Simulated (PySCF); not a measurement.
## S₂⁻: one state, many levels of theory

State: doublet, unpaired electrons π ↑. Set-up: basis S def2-SVPD; no relativity; PySCF 2.14. De refers to S + S⁻ in their high-spin ground configurations, without counterpoise correction. The functionals are run spin-unrestricted.

```json
{"Level": "UHF", "Re (Å)": "2.007", "ωe (cm⁻¹)": "627", "De (eV)": "n/a"}
{"Level": "UHF-MP2", "Re (Å)": "2.042", "ωe (cm⁻¹)": "551", "De (eV)": "n/a"}
{"Level": "UHF-SCS-MP2", "Re (Å)": "2.045", "ωe (cm⁻¹)": "551", "De (eV)": "n/a"}
{"Level": "UHF-CCSD", "Re (Å)": "2.045", "ωe (cm⁻¹)": "555", "De (eV)": "n/a"}
{"Level": "UHF-CCSD(T)", "Re (Å)": "2.058", "ωe (cm⁻¹)": "531", "De (eV)": "n/a"}
{"Level": "PBE", "Re (Å)": "2.048", "ωe (cm⁻¹)": "544", "De (eV)": "4.19"}
{"Level": "PBEsol", "Re (Å)": "2.036", "ωe (cm⁻¹)": "559", "De (eV)": "4.52"}
{"Level": "BLYP", "Re (Å)": "2.077", "ωe (cm⁻¹)": "508", "De (eV)": "3.87"}
{"Level": "TPSS", "Re (Å)": "2.049", "ωe (cm⁻¹)": "542", "De (eV)": "3.99"}
{"Level": "r²SCAN", "Re (Å)": "2.033", "ωe (cm⁻¹)": "565", "De (eV)": "3.99"}
{"Level": "PBE0", "Re (Å)": "2.020", "ωe (cm⁻¹)": "587", "De (eV)": "3.92"}
{"Level": "HSE06", "Re (Å)": "2.022", "ωe (cm⁻¹)": "584", "De (eV)": "3.91"}
```

The bond length runs from 2.007 Å (UHF) to 2.077 Å (BLYP). De spans 3.87 eV (BLYP, GGA) to 4.52 eV (PBEsol, GGA).

Correlated steps freeze 10 core orbitals. The highest Kohn–Sham level is positive in this anion. Much of that is self-interaction error, but it also means that the finite basis helps to hold the extra electron. The state is the lowest determinant that a PBE0 search found; another state may lie lower at other levels.

The whole job (state search and all levels along the bond) took about 2 min on 1 thread of Arm Neoverse V1 (shared host), peak memory 0.62 GiB.
